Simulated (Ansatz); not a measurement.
Geometry optimisation, RKS B3LYP-D4/6-31G in Ansatz 0.2.0.

Input file:

```yaml
crystal:
  periodic: [false, false, false]
  atoms:
    - { symbol: C, position_ang: [-1.4808, -0.1696, 0.4067] }
    - { symbol: C, position_ang: [-0.2329, -0.6258, -0.2191] }
    - { symbol: C, position_ang: [0.8836, 0.3763, -0.137] }
    - { symbol: O, position_ang: [2.1772, -0.1878, -0.6305] }
    - { symbol: F, position_ang: [1.1781, 0.6585, 1.1564] }
    - { symbol: Cl, position_ang: [0.6183, 1.891, -1.0103] }
    - { symbol: H, position_ang: [-2.2578, -0.9145, 0.3708] }
    - { symbol: H, position_ang: [-1.8916, 0.7514, -0.1578] }
    - { symbol: H, position_ang: [-1.3808, 0.1835, 1.4823] }
    - { symbol: H, position_ang: [0.0673, -1.5419, 0.3256] }
    - { symbol: H, position_ang: [-0.4064, -0.9105, -1.2423] }
    - { symbol: H, position_ang: [2.8026, 0.4342, -0.3108] }
basis:
  gaussian: { orbitals: "6-31G" }
hamiltonian:
  xc: b3lyp
  dispersion: d4
relax:
  f_tol: 0.015
  max_steps: 40
```

Run as:

```bash
$ ansatz run input.yaml --threads 1 --pin off --max-ram 2048MiB --backend cpu --events-out ev --progress --plain --runs-dir out
```

Q: Where does it end, and by what steps?

A: The run converged. Limits of this set-up: no polarisation functions. After 7 steps the energy has fallen by 0.769 eV; H12 moved furthest, 0.20 Å.

```
step  energy less start (eV)  largest force component (eV/Å)  accepted
   0                  0.0000                           3.492       yes
   1                 -0.5434                           2.280       yes
   2                 -0.7311                           0.842       yes
   3                 -0.6231                           1.710        no
   4                 -0.7660                           0.137       yes
   5                 -0.7683                           0.080       yes
   6                 -0.7693                           0.019       yes
   7                 -0.7695                           0.011       yes
```

```xyz
12
Properties=species:S:1:pos:R:3
C -1.523 -0.131 0.407
C -0.213 -0.641 -0.200
C 0.940 0.322 -0.079
O 2.103 -0.236 -0.550
F 1.106 0.759 1.260
Cl 0.581 1.959 -1.046
H -2.290 -0.909 0.343
H -1.886 0.754 -0.124
H -1.388 0.132 1.460
H 0.115 -1.557 0.309
H -0.332 -0.885 -1.259
H 2.865 0.377 -0.487
```

Whether the end is a true minimum wasn't checked by a vibrational analysis.

The run took 62 s on 1 thread of Intel(R) Xeon(R) Processor @ 2.70GHz (shared host), peak memory 0.19 GiB.
